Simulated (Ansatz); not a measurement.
# H2F (doublet): wave-function methods side by side at distance H1–H2 along a hydrogen transfer = 0.782 Å, cc-pVDZ

How much of the correlation energy of H2F (doublet) does each wave-function method recover here?

Program: Ansatz 0.2.0, Gaussian basis. Level of theory: cc-pVDZ, core rule «outside noble gas», up to 1 orbitals frozen. These are calculated values, not measurements.

To be run: UHF; CCSD(T) on ROHF; CCSD(T) on UHF; BCCD(T) on ROHF; CISD; CCSDT(Q) on ROHF; CCSDT(Q) on UHF; CCSDTQ on ROHF; CCSDTQ on UHF; CASSCF and MRCISD+Q, 3 electrons in 3 orbitals; CASSCF and NEVPT2, 3 electrons in 3 orbitals; CASSCF and MRCISD+Q, 9 electrons in 6 orbitals; CASSCF and MRCISD+Q(relaxed), 9 electrons in 6 orbitals; CASSCF and NEVPT2, 9 electrons in 6 orbitals; Full CI.

## (1) What is computed

The geometry derives from fragments relaxed apart (PBE0/def2-TZVP) and kept rigid, so it is no stationary point. A hydrogen atom is moved between rigid fragments.

3 atoms, charge 0, spin multiplicity 2.

Atoms are counted from 1 here; the program's logs count them from 0.

Bond lengths: H1–H2 0.782 Å, H2–F3 1.119 Å. Angles: H1–H2–F3 180.0°.

## (2) UHF

File in.yaml:

```yaml
crystal:
  periodic: [false, false, false]
  atoms:
    - {symbol: H, position_ang: [0.000000, 0.000000, -0.894333]}
    - {symbol: H, position_ang: [0.000000, 0.000000, -0.112333]}
    - {symbol: F, position_ang: [0.000000, 0.000000, 1.006667]}
basis:
  gaussian: {orbitals: cc-pVDZ}
magnetization: {spin_polarized: true, initial_magnetization: 1}
hamiltonian: {xc: hf}
output: {orbitals: {seedname: orbitals}}
```

Run with:

```console
ansatz run in.yaml --threads 1 --pin off --events-out ev --progress --plain --max-ram 3968MiB --backend cpu
```

After this run come: CCSD(T) on ROHF; CCSD(T) on UHF; BCCD(T) on ROHF; CISD; CCSDT(Q) on ROHF; CCSDT(Q) on UHF; CCSDTQ on ROHF; CCSDTQ on UHF; CASSCF and MRCISD+Q, 3 electrons in 3 orbitals; CASSCF and NEVPT2, 3 electrons in 3 orbitals; CASSCF and MRCISD+Q, 9 electrons in 6 orbitals; CASSCF and MRCISD+Q(relaxed), 9 electrons in 6 orbitals; CASSCF and NEVPT2, 9 electrons in 6 orbitals; Full CI.

Before running them: what should the planned runs give, taken together? Wanted: FCI below the RHF energy; RMP2 from FCI; UMP2 from FCI; RCCSD from FCI; RCCSD(T) from FCI; UCCSD(T) from FCI; RCCSDT(Q) from FCI; UCCSDT(Q) from FCI; NEVPT2 pair from FCI.

The runs gave:

```
                         quantity                                                                                                           value
         FCI below the RHF energy                                                                                                      -6.3516 eV
                    RMP2 from FCI                                                                                                      +342.6 meV
                    UMP2 from FCI                                                                                                      +498.1 meV
                   RCCSD from FCI                                                                                                       +93.7 meV
                RCCSD(T) from FCI                                                                                                       +18.1 meV
                UCCSD(T) from FCI                                                                                                       +16.8 meV
               RCCSDT(Q) from FCI                                                                                                        -0.3 meV
               UCCSDT(Q) from FCI                                                                                                        -0.3 meV
             NEVPT2 pair from FCI                                                                                                      +314.0 meV
           MRCISD+Q pair from FCI                                                                                                       +49.2 meV
          NEVPT2 valence from FCI                                                                                                      +747.7 meV
levels within 1 kcal/mol (43 meV)  RCCSD(T), UCCSD(T), BCCD(T), RCCSDT, UCCSDT, RCCSDT(Q), UCCSDT(Q), RCCSDTQ, UCCSDTQ, MRCISD+Q(relaxed) valence
                    T1 diagnostic                                                                                                           0.022
   effectively unpaired electrons                                                                                                            1.02
```

In words: RCCSD(T) lands +18.1 meV from the yardstick (0.3 % of the correlation energy). One determinant dominates. Of the multireference levels listed MRCISD+Q(relaxed) valence comes nearest in total energy (+9.6 meV), which doesn't show that its space is the better one. These misses are within one basis, not against nature; the frozen cores of restricted and unrestricted runs differ, which can shift their rows.
